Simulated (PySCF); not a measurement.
Delta-SCF ions had no search for a lower state. Excitations are Tamm–Dancoff values on a coarser integration grid. The basis has no diffuse functions, so Rydberg states are missing or too high.

Cartesian coordinates (Å):
```xyz
6

C     -0.4867     0.0081    -0.0047
C      0.9659    -0.0161     0.0094
N      2.1225    -0.0354     0.0206
H     -0.8703    -0.6337    -0.8107
H     -0.8828    -0.3561     0.9540
H     -0.8487     1.0332    -0.1685
```
Charge 0, spin multiplicity 1.

Problem. What is the computed HOMO, HOMO–LUMO gap, total energy, S1–T1 gap (TDA) and vertical ionisation energy (Delta-SCF) (PySCF with M06-2X/def2-TZVP // PBE0-D3(BJ)/def2-SVP)?

Solution. 
| Item | Result |
|---|---|
| HOMO | -10.82 eV |
| HOMO–LUMO gap | 12.25 eV |
| total energy | -3612.21 eV |
| S1–T1 gap (TDA) | 0.62 eV |
| vertical ionisation energy (Delta-SCF) | 12.36 eV |
